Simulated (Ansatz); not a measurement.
Relaxation of H₇NSi₂ (10 atoms, charge 0, multiplicity 1), to a largest force component of 0.02 eV/Å in at most 50 steps.

Method: RKS PBE0-D4/6-31G* (Ansatz 0.2.0).

```xyz
10
Properties=species:S:1:pos:R:3
Si -1.018 0.762 -0.922
N -0.128 0.327 0.498
Si 1.031 -0.941 0.722
H -1.562 -0.473 -1.479
H -0.172 1.428 -1.921
H -1.052 -0.123 0.340
H -0.075 1.058 1.189
H 0.459 -2.149 0.136
H 1.217 -1.053 2.169
H 2.314 -0.634 0.075
```

Question: Where does it end, and by what steps?

Answer: It converged. After 17 steps the energy has fallen by 2.881 eV; H6 moved furthest, 0.91 Å. Parted: Si1–H6 (1.54 → 2.56 Å).

```tsv
step	energy less start (eV)	largest force component (eV/Å)	accepted
0	0.0000	5.507	yes
1	-1.5090	3.965	yes
2	-2.3414	1.544	yes
3	-2.6254	0.713	yes
4	-2.7811	0.417	yes
5	-2.8503	0.364	yes
6	-2.8678	0.194	yes
7	-2.8722	0.118	yes
8	-2.8745	0.176	yes
9	-2.8771	0.081	yes
10	-2.8755	0.292	no
11	-2.8794	0.038	yes
12	-2.8799	0.110	yes
13	-2.8799	0.054	yes
14	-2.8806	0.028	yes
15	-2.8807	0.022	yes
16	-2.8807	0.056	no
17	-2.8808	0.005	yes
```

```xyz
10
Properties=species:S:1:pos:R:3
Si -1.165 0.754 -1.217
N -0.427 0.301 0.657
Si 0.869 -0.958 0.575
H -0.713 -0.637 -1.687
H 0.197 1.376 -1.540
H -1.217 0.004 1.228
H -0.101 1.181 1.055
H 0.206 -2.217 0.176
H 1.470 -1.121 1.933
H 1.893 -0.481 -0.375
```

Whether the end is a true minimum wasn't checked by a vibrational analysis.

Run time: 58 s on 1 thread of Intel(R) Xeon(R) Processor @ 2.70GHz, with other jobs on the host, peak memory 0.14 GiB.
